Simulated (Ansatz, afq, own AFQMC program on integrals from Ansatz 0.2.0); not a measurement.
# Where AFQMC and coupled cluster stand for CH5Al, singlet

```xyz
7

Al    0.0000    0.0002    0.6566
C     0.0000   -0.0066   -1.2942
H     0.0000    1.3841    1.4409
H     0.0000   -1.3526    1.4928
H     0.0000   -1.0105   -1.7238
H    -0.8749    0.5268   -1.6821
H     0.8749    0.5268   -1.6821
```

Basis 6-31G. Noble-gas cores (and the filled d shells of Ga–Kr and In–Xe) are frozen. Ansatz 0.2.0 and our own AFQMC program on the same integrals; the CISD trial comes from CCSD amplitudes, and released means the phaseless constraint is let go. Free AFQMC starts from the CCSD state and is never constrained. Its projection time is finite, and what remains of the start isn't in its error. ± is one standard error of the sampling.

Determinant: RHF, the one that the program's search chose, which needn't be the lowest solution. The geometry is a point of a scan.

No full CI on the walks' own integrals is used here; CCSDT(Q) serves as the reference and is uncertain by about the last step of the cluster series.

Cautions: the ph-AFQMC/CISD walk drifts between its halves (2.1 errors).

- T1 diagnostic: 0.0089
- weight of the determinant in the CISD state: 0.915
- size of the correlated space: 12 electrons in 26 orbitals

| level | correlation energy (eV) |
| --- | --- |
| MP2 | -3.5670 |
| CCSD | -4.3263 |
| CCSD(T) | -4.4043 |

Problem. Estimate where phaseless AFQMC with the Hartree–Fock trial lies against CCSD(T) on the same integrals.

Solution. 8.5 ± 30.7 meV above CCSD(T). The gap is under twice the noise, so this walk alone can't tell the two apart.

Reference: CCSDT(Q), correlation energy -4.422 eV. The released energy is read at 2.40 1/Eh (meV from the phaseless value at times in 1/Eh: -4 ± 7 at 0.24, -6 ± 6 at 0.51, 2 ± 5 at 0.99, -4 ± 5 at 1.62, -1 ± 6 at 2.40).

| level | E − E(reference) (meV) | share of correlation (%) |
| --- | --- | --- |
| CCSD(T) | 17.6 | 99.60 |
| CCSDT | 4.2 | 99.90 |
| ph-AFQMC/HF | 26.1 ± 30.7 | 99.41 |
| ph-AFQMC/CISD | -4.0 ± 7.3 | 100.09 |
| released AFQMC | -5.3 ± 6.2 | 100.12 |
| free AFQMC | -0.5 ± 6.0 | 100.01 |

Free projections are given only where their last times agree within the noise and don't stop above the reference; a slow remainder of the start can still hide under it. A walk keeps the symmetry of its determinant, which the program's search chose and which needn't be the lowest solution, so a lower state of the same spin and another symmetry isn't excluded. Released energies are given only where the last usable release times agree within the noise; a slower fall can still hide under it.
